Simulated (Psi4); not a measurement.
Psi4 input (wB97X-D/6-311+G**):

```
memory 1500 MB

molecule {
-1 1
O     0.18079969    1.35809733   -0.27389077
C     0.01481803    0.05795521    0.48622585
H     0.27730306    1.99334323    0.43466644
C    -1.30430824   -0.50114073   -0.00064997
C     1.12259101   -0.83120874   -0.03526909
H    -1.34571266   -0.63816707   -1.11781867
H     1.09460006   -0.97005936   -1.15262913
H    -2.14719011    0.14726524    0.26486815
H     2.11509679   -0.43242283    0.20406769
H    -1.49493930   -1.48572808    0.44625857
H     1.05583988   -1.83264425    0.40987234
symmetry c1
no_reorient
no_com
}

set {
  basis 6-311+G**
  reference rks
  scf_type df
  df_basis_scf def2-universal-jkfit
  dft_radial_points 99
  dft_spherical_points 590
  e_convergence 1e-8
  d_convergence 1e-7
  maxiter 150
}

e = energy('wb97x-d')
print_out(f'\nFINAL {e:.10f} DIPOLE {variable("CURRENT DIPOLE")[0]:.6f} {variable("CURRENT DIPOLE")[1]:.6f} {variable("CURRENT DIPOLE")[2]:.6f}\n')
```

From the last part of the output:

```
      48A      0.770297    49A      0.802891    50A      0.819751
      51A      0.861112    52A      0.896068    53A      0.906613
      54A      0.909029    55A      0.921708    56A      0.943125
      57A      0.964572    58A      0.984556    59A      0.989913
      60A      1.100590    61A      1.170572    62A      1.205346
      63A      1.276503    64A      1.284343    65A      1.349001
      66A      1.418688    67A      1.458793    68A      1.502447
      69A      1.531442    70A      1.694218    71A      1.704205
      72A      1.735113    73A      1.742314    74A      1.759130
      75A      1.787730    76A      1.797767    77A      1.811926
      78A      1.854703    79A      1.864169    80A      1.896080
      81A      1.929361    82A      1.976506    83A      2.001909
      84A      2.057346    85A      2.119167    86A      2.174497
      87A      2.218337    88A      2.226285    89A      2.246578
      90A      2.385176    91A      2.404110    92A      2.462478
      93A      2.529130    94A      2.564272    95A      2.579747
      96A      2.667176    97A      2.691569    98A      2.742335
      99A      2.775482   100A      2.793169   101A      2.801474
     102A      2.815940   103A      2.879539   104A      2.883442
     105A      2.887784   106A      2.946796   107A      2.960311
     108A      3.125536   109A      3.143081   110A      3.221908
     111A      3.322543   112A      3.385911   113A      3.406317
     114A      3.490332   115A      3.594681   116A      3.912993
     117A      4.029469   118A      4.074136   119A      4.077772
     120A      4.094563   121A      4.135288   122A      4.374057
     123A      4.558238   124A      5.390720   125A      5.627388
     126A      5.901673   127A     24.069283   128A     24.236581
     129A     24.278694   130A     50.273330

    Final Occupation by Irrep:
              A
    DOCC [    17 ]
    NA   [    17 ]
    NB   [    17 ]

  @DF-RKS Final Energy:  -193.68456896492518

   => Energetics <=

    Nuclear Repulsion Energy =            124.5924509323555043
    One-Electron Energy =                -515.9064061111541832
    Two-Electron Energy =                 216.5030526610930508
    DFT Exchange-Correlation Energy =     -18.8699383670801311
    Empirical Dispersion Energy =          -0.0037280801394530
    VV10 Nonlocal Energy =                  0.0000000000000000
    Total Energy =                       -193.6845689649251767

Computation Completed

Properties will be evaluated at   0.000000,   0.000000,   0.000000 [a0]

Properties computed using the SCF density matrix

 Multipole Moments:

 ------------------------------------------------------------------------------------
     Multipole            Electronic (a.u.)      Nuclear  (a.u.)        Total (a.u.)
 ------------------------------------------------------------------------------------

 L = 1.  Multiply by 2.5417464519 to convert [e a0] to [Debye]
 Dipole X            :         -0.0259105            0.0000001           -0.0259105
 Dipole Y            :         -0.1576749           -0.0000001           -0.1576750
 Dipole Z            :         -0.3130806           -0.0000001           -0.3130807
 Magnitude           :                                                    0.3515000

 ------------------------------------------------------------------------------------

FINAL -193.6845689649 DIPOLE -0.025910 -0.157675 -0.313081

*** Psi4 exiting successfully. Buy a developer a beer!
```

The dipole moment of an ion depends on the origin.
